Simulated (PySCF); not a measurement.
The dipole of 4-methyloxazole (`c1c(C)nco1`) from its density and from atomic charges.

Coordinates (PBE0-D3(BJ)/def2-SVP, Å) and charges (e) from the PBE0/pcSseg-1 density (PySCF):

```csv
atom,x,y,z,Mulliken,IAO,Hirshfeld,ESP-fitted
C1,-1.659,-0.150,0.256,-0.1675,-0.4286,-0.1148,-0.5006
C2,-0.190,-0.047,0.030,-0.1308,+0.0611,+0.0221,+0.5147
C3,0.617,1.051,-0.032,+0.1059,-0.0435,-0.0105,-0.2808
O4,1.887,0.630,-0.254,-0.3572,-0.2410,-0.0695,-0.2056
C5,1.797,-0.705,-0.318,+0.3057,+0.1494,+0.0805,+0.3574
N6,0.602,-1.166,-0.160,-0.4027,-0.3233,-0.1983,-0.6218
H7,-1.941,0.184,1.267,+0.1365,+0.1541,+0.0480,+0.1283
H8,-1.963,-1.199,0.148,+0.1374,+0.1666,+0.0511,+0.1700
H9,-2.229,0.452,-0.467,+0.1332,+0.1531,+0.0479,+0.1225
H10,0.459,2.122,0.056,+0.1083,+0.1742,+0.0669,+0.2129
H11,2.718,-1.258,-0.495,+0.1311,+0.1778,+0.0764,+0.1031
```

Problem. What dipole does each set of charges give (1 e·Å = 4.803 D), and what does the density give?

Solution. The full density gives (-0.19, 1.44, 0.12) D, 1.46 D in size; dipole vectors point from the negative to the positive end.

| scheme | μx | μy | μz | size (D) | share of the full size (%) | angle to the full dipole (°) |
| --- | --- | --- | --- | --- | --- | --- |
| Mulliken | -2.04 | 0.76 | 0.38 | 2.21 | 151 | 62 |
| IAO | -0.54 | 0.86 | 0.14 | 1.03 | 70 | 25 |
| Hirshfeld | 0.06 | 0.73 | 0.03 | 0.73 | 50 | 12 |
| ESP-fitted | -0.18 | 1.43 | 0.12 | 1.44 | 99 | 0 |

Problem. Which set comes closest?

Solution. Length of the difference vector: ESP-fitted 0.02 D, IAO 0.68 D, Hirshfeld 0.77 D, Mulliken 1.99 D. Closest: ESP-fitted. ESP charges are fitted to the potential around the molecule, whose slowest-falling term is the dipole's. 

Problem. What is left for the Hirshfeld atoms' own dipoles?

Solution. The shares of the density sum to the whole, so what Σ q r misses lies in dipoles about the nuclei. The atomic dipoles sum to (-0.19, 1.44, 0.12) − (0.06, 0.73, 0.03) = (-0.25, 0.71, 0.09) D, 0.77 D in size.

Problem. With the origin at the mean of the coordinates, (0.009, -0.008, 0.003) Å, which are the largest single terms, by size, of the IAO dipole along the direction of the full one?

Solution. N6 +1.92, H10 +1.72, H11 -1.39, H8 -0.73, C5 -0.68 D; all 11 atoms together +0.93 D. The single terms depend on the origin, their sum doesn't.

Problem. Give the size of the full dipole in other units.

Solution. 1.46 D = 0.575 au = 0.304 e·Å = 4.88 × 10⁻³⁰ C·m.

Isolated species at its PBE0-D3(BJ)/def2-SVP geometry, gas phase.
